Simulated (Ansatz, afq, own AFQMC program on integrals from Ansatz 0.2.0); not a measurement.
## BH₂O, doublet: AFQMC among the cluster methods

```json
{"atom": "B", "x (Å)": "0.0000", "y (Å)": "0.1888", "z (Å)": "0.7353"}
{"atom": "O", "x (Å)": "0.0000", "y (Å)": "-0.0905", "z (Å)": "-0.5681"}
{"atom": "H", "x (Å)": "0.0000", "y (Å)": "0.4404", "z (Å)": "1.9093"}
{"atom": "H", "x (Å)": "0.0000", "y (Å)": "-1.0288", "z (Å)": "-0.7777"}
```

Connectivity, by distances: BH–OH.

Basis cc-pVDZ. Only valence electrons are correlated. Ansatz 0.2.0 and our own AFQMC program on the same integrals; the CISD trial comes from CCSD amplitudes, and released means the phaseless constraint is let go. Error bars are statistical, one sigma.

Determinant: UHF, the one that the program's search chose, which needn't be the lowest solution. The geometry is a point of a scan.

No full CI on the walks' own integrals is used here; CCSDT(Q) serves as the reference and is uncertain by about the last step of the cluster series.

The T1 diagnostic is 0.0188 and the weight of the determinant in the CISD state is 0.905. The ⟨S²⟩ of the determinant is 0.769 and the size of the correlated space is 11 electrons in 36 orbitals.

```csv
level,correlation energy (eV)
MP2,-6.9898
CCSD,-7.4972
CCSD(T),-7.6749
```

Problem. Estimate where AFQMC with the constraint released lies against CCSD(T) on the same integrals.

Solution. 1.4 ± 1.6 kJ/mol below CCSD(T). The gap is under twice the noise, so this walk alone can't tell the two apart.

Reference: CCSDT(Q), correlation energy -7.708 eV. The released energy is read at 2.40 1/Eh (meV from the phaseless value at times in 1/Eh: 6 ± 11 at 0.24, 13 ± 11 at 0.51, -4 ± 11 at 0.99, -25 ± 18 at 1.62, 8 ± 16 at 2.40).

```
         level  E − E(reference) (kJ/mol)  share of correlation (%)
       CCSD(T)                        3.2                     99.57
         CCSDT                        1.7                     99.77
 ph-AFQMC/CISD                  1.1 ± 1.1                     99.86
released AFQMC                  1.8 ± 1.6                     99.76
```

A walk keeps the symmetry of its determinant, which the program's search chose and which needn't be the lowest solution, so a lower state of the same spin and another symmetry isn't excluded. Released energies are given only where the last usable release times agree within the noise; a slower fall can still hide under it.
